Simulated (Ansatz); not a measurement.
Geometry optimisation of BClH$_{3}$N, SMILES `NBCl`.

```yaml
crystal:
  periodic: [false, false, false]
  atoms:
    - {symbol: N, position_ang: [-0.399339, -0.006166, -0.662515]}
    - {symbol: B, position_ang: [0.373076, -0.156750, 0.490355]}
    - {symbol: Cl, position_ang: [0.534529, 1.200195, 1.630876]}
    - {symbol: H, position_ang: [-0.516578, -0.758817, -1.340141]}
    - {symbol: H, position_ang: [-0.890658, 0.856848, -0.900269]}
    - {symbol: H, position_ang: [0.941170, -1.199311, 0.735594]}
basis:
  gaussian: {orbitals: def2-TZVP}
hamiltonian: {xc: pbe0, dispersion: d4}
relax: {f_tol: 0.005, max_steps: 150}
```

```sh
$ ansatz run in.yaml --threads 2 --pin off --events-out ev --progress --plain
```

Shortened log:

```
Functional definition: PBE0
mean field -14734.57045503 eV, -541.4854767719 hartree, gradient 3.2e-5 eV, S^2 0.000000; 0 other end points of the search recorded, 0 dependent functions left out
relax step   1: F+E_penalty+E_count = -14734.63957263 eV  Δ(F+E_penalty+E_count) = +0.000e0 eV  max|allowed force component| = 5.502e-1 eV/Å  Δτ_max = 0.0000 Å  (25 SCF iters, accepted)
mean field -14734.58997553 eV, -541.4861941368 hartree, gradient 1.0e-5 eV, S^2 0.000000; 0 other end points of the search recorded, 0 dependent functions left out
relax step   2: F+E_penalty+E_count = -14734.65922416 eV  Δ(F+E_penalty+E_count) = -1.965e-2 eV  max|allowed force component| = 1.277e-1 eV/Å  Δτ_max = 0.0164 Å  (30 SCF iters, accepted)
mean field -14734.59149640 eV, -541.4862500279 hartree, gradient 1.0e-5 eV, S^2 0.000000; 0 other end points of the search recorded, 0 dependent functions left out
relax step   3: F+E_penalty+E_count = -14734.66080467 eV  Δ(F+E_penalty+E_count) = -1.581e-3 eV  max|allowed force component| = 3.030e-2 eV/Å  Δτ_max = 0.0066 Å  (31 SCF iters, accepted)
mean field -14734.59152598 eV, -541.4862511150 hartree, gradient 9.3e-6 eV, S^2 0.000000; 0 other end points of the search recorded, 0 dependent functions left out
relax step   4: F+E_penalty+E_count = -14734.66083901 eV  Δ(F+E_penalty+E_count) = -3.433e-5 eV  max|allowed force component| = 2.172e-2 eV/Å  Δτ_max = 0.0018 Å  (23 SCF iters, accepted)
mean field -14734.59153808 eV, -541.4862515597 hartree, gradient 2.4e-5 eV, S^2 0.000000; 0 other end points of the search recorded, 0 dependent functions left out
relax step   5: F+E_penalty+E_count = -14734.66084969 eV  Δ(F+E_penalty+E_count) = -1.068e-5 eV  max|allowed force component| = 1.117e-3 eV/Å  Δτ_max = 0.0012 Å  (20 SCF iters, accepted)
mean field -14734.59153808 eV, -541.4862515597 hartree, gradient 2.3e-5 eV, S^2 0.000000; 1 other end points of the search recorded, 0 dependent functions left out
Total energy: -14734.66087585 eV, -541.4887996755 hartree
Atom 0 at    -0.395633    -0.007793    -0.658008 Å, force    -0.000007    -0.000418    -0.000314 eV/Å
Atom 1 at     0.369619    -0.158857     0.483652 Å, force     0.000507     0.000043     0.001117 eV/Å
Atom 2 at     0.529901     1.189336     1.615967 Å, force    -0.000089    -0.000294    -0.000010 eV/Å
Atom 3 at    -0.511808    -0.749259    -1.326593 Å, force    -0.000153    -0.000015     0.000369 eV/Å
Atom 4 at    -0.878633     0.844504    -0.888194 Å, force    -0.000139     0.000397    -0.000598 eV/Å
Atom 5 at     0.928754    -1.181932     0.727075 Å, force    -0.000118     0.000287    -0.000563 eV/Å
Dipole moment:    -0.242234    -0.142543    -0.484630 e Å
```

It took 18 s on 2 threads of a server CPU on a shared host, with 0.17 GiB of host memory at the peak.
